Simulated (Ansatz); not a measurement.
**C3H3FO2: single point in a Gaussian basis in Python**

A script is to give a single point in a Gaussian basis; the system is C3H3FO2.

All numbers are computed with the Python package of Ansatz 0.2.0. Level of theory: B97/STO-3G.

**1. Starting point**

Bond lengths: C1–O2 1.464 Å, O2–C3 1.377 Å, C3–F4 1.406 Å, C3–C5 1.283 Å, C5–O6 1.205 Å, C1–H7 1.060 Å, C1–H8 1.083 Å, C1–H9 1.092 Å. Angles: C1–O2–C3 111.5°, O2–C1–H7 106.8°, O2–C1–H8 110.6°, O2–C1–H9 104.6°, H7–C1–H8 113.6°, H7–C1–H9 108.8°, H8–C1–H9 111.9°, O2–C3–F4 122.3°, O2–C3–C5 118.2°, F4–C3–C5 119.0°, C3–C5–O6 178.9°.

The script holds or builds the structure itself.

**2. The script**

Contents of energy_c3h3fo2.py:

```python
'''Single point of C3H3FO2.'''

import sys

import ansatz
import numpy as np
import pandas as pd

params = {
    'basis': 'STO-3G',
}

geometry = (
    ansatz.Crystal.molecule()
    .atom('C', (0.0294, -1.4422, -0.2522))
    .atom('O', (-0.4317, -0.3117, 0.5556))
    .atom('C', (0.0295, 0.8858, 0.0571))
    .atom('F', (0.8989, 0.9562, -1.0457))
    .atom('C', (-0.235, 1.9576, 0.7104))
    .atom('O', (-0.5046, 2.9634, 1.3174))
    .atom('H', (-0.4049, -2.3145, 0.1654))
    .atom('H', (1.1112, -1.4705, -0.2852))
    .atom('H', (-0.4044, -1.2704, -1.24))
)

calc = (
    geometry.calculation()
    .basis(gaussian=params['basis'])
    .functional(ansatz.LibraryFunctional('B97'))
    .forces()
)
try:
    rep = calc.run(threads=1, backend='cpu').report
except ansatz.AnsatzError as error:
    sys.exit(f'{type(error).__name__}: {error}')

print(f'E = {rep["free_energy_ev"]:.6f} eV = {rep["free_energy_ev"] / 27.211386246:.7f} Ha')
print('converged:', rep['converged'], ' doubts:', rep['published_state_doubts'] or 'none')

symbols = [site.symbol for site in geometry.cartesian_sites]
print('forces (eV/A)')
for symbol, f in zip(symbols, rep['forces_ev_ang']):
    print(f'  {symbol:2s} {f[0]:9.4f} {f[1]:9.4f} {f[2]:9.4f}')

charges = rep['charge_distribution']
table = pd.DataFrame({'atom': symbols, 'mulliken': charges['mulliken_charges_e'], 'lowdin': charges['lowdin_charges_e']})
print(table.round(3).to_string())
print('dipole (e A):', np.round(charges['dipole_moment_e_ang'], 4) + 0.0)
```

**3. Launch**

Run with:

```sh
$ python energy_c3h3fo2.py
```

Without the output at hand: what should come out? Wanted: total energy; largest force; dipole moment.

As calculated:

| quantity | value |
| --- | --- |
| total energy | -9830.8675 eV |
| largest force | 4.466 eV/Å |
| dipole moment | 1.90 D |

What this shows: Forces reach 4.47 eV/Å, so the atoms aren't at rest. Reading the output:
- The geometry is a force-field or estimated start, not a minimum of this method, and the basis set is short of its limit.
- The Löwdin charges here are taken after orthogonalising the functions within each atom; they differ from plain Löwdin charges, and their signs can be unphysical.
